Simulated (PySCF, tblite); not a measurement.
# C3H7NO, a complex of two parts: NMR shifts, interaction energy, spin-spin couplings and core binding energies

What NMR shifts, interaction energy, spin-spin couplings and core binding energies should one expect for `C#N` with `COC`?

Programs: tblite 0.8.0 and PySCF 2.14.0. All values are calculated, for the isolated system unless a continuum is named. Atoms count from 0, parts from 1.

## 1. Starting point

12 atoms, charge 0, multiplicity 1; geometry: rigid parts in contact. Parts: 1 = atoms 0–2, `C#N`, charge 0; 2 = atoms 3–11, `COC`, charge 0.

## 2. Docking the parts with GFN2-xTB

The job: settings as JSON, then the geometry in Å.

```
{"job": {"kind": "dock", "xc": "GFN2-xTB", "basis": "xTB"}, "charge": 0, "multiplicity": 1, "parts": [{"atoms": "0-2", "charge": 0, "multiplicity": 1}, {"atoms": "3-11", "charge": 0, "multiplicity": 1}]}
C     -0.025959     0.004761     0.000224
N      1.092635    -0.202171    -0.011106
H     -1.066676     0.197410     0.010883
C     -3.644047    -1.147804    -1.069909
O     -2.242504    -1.219377    -1.093989
C     -1.750209    -2.437100    -0.599170
H     -4.094137    -1.935879    -1.687373
H     -4.030716    -1.241378    -0.046832
H     -3.914961    -0.173693    -1.471555
H     -2.112725    -3.285214    -1.194410
H     -0.665459    -2.386133    -0.664328
H     -2.046243    -2.591636     0.446483
```

Level: GFN2-xTB search for minima from random contacts, gas phase.

On the command line:

```console
OMP_NUM_THREADS=1 python cluster_run.py task.json out
```

This one command runs all jobs of the session in turn.

**Question.** The jobs that follow are: PBE0-D3(BJ)/def2-SVPD geometry optimisation, gas phase; GIAO PBE0/pcSseg-2 NMR shielding, non-relativistic, gas phase; wB97M-D3(BJ)/def2-SVPD interaction energy, counterpoise and uncorrected, gas phase; PBE0-D3(BJ)/def2-SVPD interaction energy, counterpoise and uncorrected, gas phase; B3LYP/pcJ-1 indirect spin-spin coupling, non-relativistic, gas phase; delta-SCF UKS SCAN, pcX-2 on the ionised atom, pcseg-1 elsewhere, spin-free X2C. Predict: binding energy (GFN2-xTB); point group; rotational constants (main isotopes); shieldings of C, H (PBE0/pcSseg-2, a mean where the table joins atoms); largest proton shift on binding; interaction energy, counterpoise (wB97M-D3(BJ)/def2-SVPD); superposition error; binding energy (with deformation); largest coupling of the table (B3LYP/pcJ-1); C1s binding energies, SCAN/pcX-2 (standing for 1 of 3 atoms); N1s binding energies, SCAN/pcX-2; O1s binding energies, SCAN/pcX-2.

**Answer**, as computed:

| quantity | value |
| --- | --- |
| binding energy (GFN2-xTB) | -3.91 kcal/mol |
| point group | Cs |
| rotational constants (main isotopes) | 9.99, 1.64, 1.44 GHz |
| shieldings of C, H (PBE0/pcSseg-2, a mean where the table joins atoms) | C0 64.2, C3 122.6, C5 122.8, H2 26.0, H8 27.7, H10 27.7, H6 28.2, H9 28.2 ppm and more |
| largest proton shift on binding | H2, +2.68 ppm |
| interaction energy, counterpoise (wB97M-D3(BJ)/def2-SVPD) | -6.18 kcal/mol |
| superposition error | 1.13 kcal/mol |
| binding energy (with deformation) | -6.07 kcal/mol |
| largest coupling of the table (B3LYP/pcJ-1) | ¹J(C,H) C0–H2, 281.3 Hz |
| C1s binding energies, SCAN/pcX-2 (standing for 1 of 3 atoms) | C0 292.32 eV |
| N1s binding energies, SCAN/pcX-2 | N1 405.65 eV |
| O1s binding energies, SCAN/pcX-2 | O4 539.31 eV |
| range of the interaction energy over the runs of this table | -6.42 to -6.18 kcal/mol |

In words: At its xTB geometry the search ends with the contact H2···O4 (weak hydrogen bond, 2.11 Å); 6 starts can't prove it the lowest minimum. A later relaxation moves these distances. The optimisation took 4 steps and gained 0.083 eV; among the close pairs (by a distance rule), C3–O4 changed most, from 1.373 to 1.402 Å. No frequency check was run at this level, so the end point may be a saddle. At PBE0/pcSseg-2: Shielding is most anisotropic at N1 (span 580 ppm, paramagnetic term -376 ppm). On binding (GIAO PBE0/pcSseg-2 NMR shielding, non-relativistic, gas phase), H2 moves most among the protons, 2.68 ppm downfield. The attractive terms split as electrostatic 58 %, orbital 35 %, dispersion 7 %, against 8.78 kcal/mol of Pauli repulsion. The terms sum to the uncorrected energy, so the orbital term holds the superposition error. The superposition error is 18 % of the corrected value, so this basis is small for the task. A part with a negative deformation was relaxed at another level. In the run at B3LYP/pcJ-1, the largest coupling of the table is C0–H2, 281.3 Hz, of which the Fermi-contact term gives 280.9 Hz. Binding moves the C1s level of C0 by -1.13 eV. The interaction energy runs from -6.42 (PBE0-D3(BJ)/def2-SVPD) to -6.18 kcal/mol (wB97M-D3(BJ)/def2-SVPD).
